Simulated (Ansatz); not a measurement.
# CH8BN: structure from calculated spectroscopic constants

These gas-phase data were calculated for one isomer of CH8BN at B3LYP-D3(BJ)/def2-SVP (harmonic, unscaled wavenumbers; equilibrium rotational constants with average atomic masses):

- rotational constants: 25.79, 7.504, 6.58 GHz
- all wavenumbers above 1500 cm⁻¹: 3567, 3550, 3444, 3084, 3036, 2980, 2450, 2414, 1626, 1622
- dipole moment: 5.01 D (PBE0/def2-TZVPD)

Candidates:

(1) `[BH3-][NH2+]C`, a singlet
(2) `C[BH2-][NH3+]`, a singlet

**Question.** Assign the data to one candidate and say why.

**Answer.** Candidate (2). 3 modes lie between 3250 and 3800 cm⁻¹, one for each N–H bond, while (1) has 2.

The same quantities for all candidates:

```tsv
	rotational constants (GHz)	wavenumbers above 1500 cm⁻¹	dipole (D)	E above the lowest, B3LYP-D3(BJ)/def2-SVP (kcal/mol)
(1)	28.21, 8.287, 7.344	3535, 3474, 3173, 3148, 3050, 2481, 2479, 2413, 1626	5.29	10.1
(2)	25.79, 7.504, 6.58	3567, 3550, 3444, 3084, 3036, 2980, 2450, 2414, 1626, 1622	5.01	0.0
```

Harmonic stretches to hydrogen usually lie a few per cent above observed fundamentals. Programs: Ansatz 0.2.0.
